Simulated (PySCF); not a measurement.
C₂H₄. Atoms are numbered in the order given.

```xyz
6

C      0.0000     0.0000    -0.6628
C      0.0000     0.0000     0.6628
H      0.0000    -0.9234    -1.2322
H      0.0000     0.9234    -1.2322
H      0.0000     0.9234     1.2322
H      0.0000    -0.9234     1.2322
```

Geometry: r2SCAN-D4/def2-TZVP.

The numbers are results of ωB97X/def2-TZVPD run with PySCF, not measurements.

Isolated molecule, no solvent.

**Question.** Estimate the frontier levels, gap, dipole moment and polarisability. (An estimate is asked for; the answer gives what the named calculation found.)

**Answer.** 
| Quantity | Value |
|---|---|
| highest occupied level | -10.33 eV |
| lowest empty level | 2.26 eV |
| orbital gap | 12.60 eV |
| dipole moment | 0.00 D |
| quadrupole, principal values (traceless, Buckingham form, about the centre of nuclear charge) | -3.43, 1.63, 1.80 D·Å |
| mean static polarisability | 27.6 bohr³ (4.09 Å³) |
| polarisability, principal values | 22.3, 25.1, 35.4 bohr³ |
